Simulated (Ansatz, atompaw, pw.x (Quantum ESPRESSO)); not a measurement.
What a changed setting does to a pw.x run (bcc W)

Potential: PAW, atompaw 4.2.0.5, PBEsol; core [Kr] 4d10 4f14, reference 5s2 5p6 5d5 6s1 6p0; waves: 5s (bound): rc 1.36 bohr; 6s (bound): rc 2.15 bohr; 5p (bound): rc 1.70 bohr; 6p (bound, empty): rc 1.80 bohr; 5d (bound): rc 2.15 bohr; 5d channel at 2.4 Ry: rc 2.15 bohr; local part: bessel scheme, radius 1.95 bohr; core correction: smooth core density matched at 1.70 bohr; augmentation: besselshape compensation charge, radius 2.00 bohr; PAW radius 2.15 bohr; waves and projectors: custom polynom2 7 10 vanderbiltortho.

The reference run (k-mesh 15³, cutoffs 75/750 Ry, Fermi–Dirac 0.01 Ry, mixing_beta 0.4, conv_thr 1e-9, no spin) gives -0.37 GPa at 15.687 Å³/atom, where all-electron LAPW gives 0.22 GPa. This run, with its own iteration cap, changes k-mesh points per axis to 6.

```
&control
  calculation='scf', prefix='x', pseudo_dir='./', outdir='./tmp', tstress=.true., disk_io='none'
/
&system
  ibrav=0, nat=1, ntyp=1, ecutwfc=75, ecutrho=750, nbnd=15,
  occupations='smearing', smearing='fd', degauss=0.01
/
&electrons
  conv_thr=1e-09, mixing_beta=0.4, electron_maxstep=60
/
ATOMIC_SPECIES
W 1.0 W.UPF
CELL_PARAMETERS angstrom
  -1.57698163 1.57698163 1.57698163
  1.57698163 -1.57698163 1.57698163
  1.57698163 1.57698163 -1.57698163
ATOMIC_POSITIONS crystal
W 0.0000 0.0000 0.0000
K_POINTS automatic
6 6 6 0 0 0
```

```bash
pw.x < W.scf.in > W.scf.out
```

Question: How does the run end?

Answer: It converges in 7 iterations; the free energy moves by -57.4 meV/atom and the pressure by -1.90 GPa.

```
Message from routine setup:
     using ibrav=0 with symmetry is DISCOURAGED, use correct ibrav instead
     lattice parameter (alat)  =       5.1616  a.u.
     unit-cell volume          =     105.8611 (a.u.)^3
     number of electrons       =        14.00
     number of Kohn-Sham states=           15
     kinetic-energy cutoff     =      75.0000  Ry
     charge density cutoff     =     750.0000  Ry
     scf convergence threshold =      1.0E-09
     Exchange-correlation= SLA PW PSX PSC
     number of k points=    16  Fermi-Dirac smearing, width (Ry)=  0.0100
     iteration #  1     ecut=    75.00 Ry     beta= 0.40
     total energy              =    -750.83831072 Ry
     estimated scf accuracy    <       0.11251633 Ry
     iteration #  2     ecut=    75.00 Ry     beta= 0.40
     total energy              =    -750.83964293 Ry
     estimated scf accuracy    <       0.01527916 Ry
     iteration #  3     ecut=    75.00 Ry     beta= 0.40
     total energy              =    -750.84112135 Ry
     estimated scf accuracy    <       0.00079734 Ry
     iteration #  4     ecut=    75.00 Ry     beta= 0.40
     total energy              =    -750.84115583 Ry
     estimated scf accuracy    <       0.00000273 Ry
     iteration #  5     ecut=    75.00 Ry     beta= 0.40
     total energy              =    -750.84115570 Ry
     estimated scf accuracy    <       0.00000132 Ry
     iteration #  6     ecut=    75.00 Ry     beta= 0.40
     total energy              =    -750.84115575 Ry
     estimated scf accuracy    <       0.00000004 Ry
     iteration #  7     ecut=    75.00 Ry     beta= 0.40
     the Fermi energy is    22.3230 ev
!    total energy              =    -750.84115575 Ry
     estimated scf accuracy    <          2.7E-10 Ry
     smearing contrib. (-TS)   =      -0.00255196 Ry
     The total energy is F=E-TS. E is the sum of the following terms:
     one-electron contribution =      -9.96951631 Ry
     hartree contribution      =      18.02111827 Ry
     xc contribution           =     -17.58025660 Ry
     ewald contribution        =    -119.67694376 Ry
     one-center paw contrib.   =    -621.63300540 Ry
     convergence has been achieved in   7 iterations
          total   stress  (Ry/bohr**3)                   (kbar)     P=      -22.67
     Message from routine punch:
     Nothing written, as per user request (disk_io='none')
```

The run took about 14 s on one core of a shared host (Intel(R) Xeon(R) Platinum 8259CL CPU @ 2.50GHz, 96 threads, 755 GiB, load 50).
